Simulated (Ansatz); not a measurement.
# C2H6N radical (SMILES [CH2]NC): a rigid scan of the angle H8–C3–N2

One table from this session's results is given with a row withheld; the runs are named, their logs left out.

Computed with Ansatz 0.2.0, Gaussian basis. Level: single points in def2-TZVPP.

Levels: PBE-D4, r2SCAN-D4, PBE0-D4, B3LYP-D4, wB97M-V, Hartree-Fock, MP2, CCSD, CCSD(T). The scan takes 89.2, 95.2, 101.2, 107.2, 113.2, 119.2, 125.2, 131.2, 137.2°.

Cores are frozen in the correlated methods. Orbitals are unrestricted. B3LYP uses VWN-RPA correlation.

27 further runs of the same task are left out: 27 set aside as unsound or not needed.

## The system as given

SMILES `[CH2]NC`, 9 atoms, charge 0, spin multiplicity 2.

Atoms are counted from 1 here; the program's logs count them from 0.

Bond lengths: C1–N2 1.441 Å, C1–H4 1.050 Å, C1–H5 1.139 Å, N2–C3 1.434 Å, N2–H6 1.037 Å, C3–H7 1.061 Å, C3–H8 1.157 Å, C3–H9 1.154 Å. Angles: N2–C1–H4 125.2°, N2–C1–H5 119.5°, H4–C1–H5 114.9°, C1–N2–C3 109.1°, C1–N2–H6 112.8°, C3–N2–H6 112.2°, N2–C3–H7 115.2°, N2–C3–H8 111.2°, N2–C3–H9 108.7°, H7–C3–H8 108.6°, H7–C3–H9 107.9°, H8–C3–H9 104.6°.

Coordinates:

```
C    -0.5959    0.6176   -0.9924
N    -0.3394    0.4618    0.4171
C     0.4100   -0.7423    0.6264
H    -0.7435   -0.1694   -1.6719
H    -0.7839    1.6577   -1.4156
H     0.1244    1.2892    0.8355
H    -0.0655   -1.6328    0.2984
H     1.4531   -0.6765    0.1309
H     0.6291   -0.8516    1.7545
```

Set-up of the first run:

pre/in.yaml reads:

```yaml
crystal:
  periodic: [false, false, false]
  atoms:
    - {symbol: C, position_ang: [-0.595900, 0.617600, -0.992400]}
    - {symbol: N, position_ang: [-0.339400, 0.461800, 0.417100]}
    - {symbol: C, position_ang: [0.410000, -0.742300, 0.626400]}
    - {symbol: H, position_ang: [-0.743500, -0.169400, -1.671900]}
    - {symbol: H, position_ang: [-0.783900, 1.657700, -1.415600]}
    - {symbol: H, position_ang: [0.124400, 1.289200, 0.835500]}
    - {symbol: H, position_ang: [-0.065500, -1.632800, 0.298400]}
    - {symbol: H, position_ang: [1.453100, -0.676500, 0.130900]}
    - {symbol: H, position_ang: [0.629100, -0.851600, 1.754500]}
basis:
  gaussian: {orbitals: def2-SVP}
magnetization: {spin_polarized: true, initial_magnetization: 1}
hamiltonian: {xc: pbe, dispersion: d4}
relax: {f_tol: 0.03, max_steps: 250}
```

The command line of these runs was not kept.

Among the steps run: A first relaxation in a small basis; Finding the minimum; The minimum at every level; H8–C3–N2 = 89.2°; H8–C3–N2 = 95.2°; H8–C3–N2 = 101.2°; H8–C3–N2 = 107.2°; H8–C3–N2 = 113.2°; H8–C3–N2 = 119.2°; H8–C3–N2 = 125.2°; H8–C3–N2 = 131.2°; H8–C3–N2 = 137.2°.

One of the session's tables, all rows but one given; the rest of the session is left out.

It belongs to the step «The curves». Energies less that of the minimum at the same level (kcal/mol):

```
      angle (°)  PBE-D4  PBE0-D4  B3LYP-D4  wB97M-V  Hartree-Fock
           89.2    13.7     14.2      14.4     14.1          16.7
           95.2     7.6      7.9       8.0      7.8           9.3
          101.2     3.4      3.4       3.5      3.4           4.1
          107.2     0.8      0.8       0.9      0.8           1.0
113.2 (minimum)     0.0      0.0       0.0      0.0           0.0
          113.2     0.0      0.0       0.0      0.0           0.0
          119.2       ?        ?         ?        ?             ?
          125.2     3.1      3.3       3.3      3.4           3.7
          131.2     6.9      7.3       7.4      7.5           8.3
          137.2    12.3     12.9      13.0     13.1          14.7
```

Estimate the missing values for angle (°) = 119.2.

Worked estimate for «PBE-D4». A straight line through the neighbours (113.2, 0.0) and (125.2, 3.1) gives 0.0 + (3.1 − 0.0) × (119.2 − 113.2) / (125.2 − 113.2) = 1.6; a parabola fitted to 4 rows on both sides gives 0.8.

**Answer.** PBE-D4: 0.8; PBE0-D4: 0.8; B3LYP-D4: 0.8; wB97M-V: 0.9; Hartree-Fock: 0.9. In «PBE-D4» the line misses by +0.8 and the parabola by 0.0.

Caveats from the session: A polynomial through the near points puts the CCSD(T) minimum 0.1° below the PBE0-D4 value.
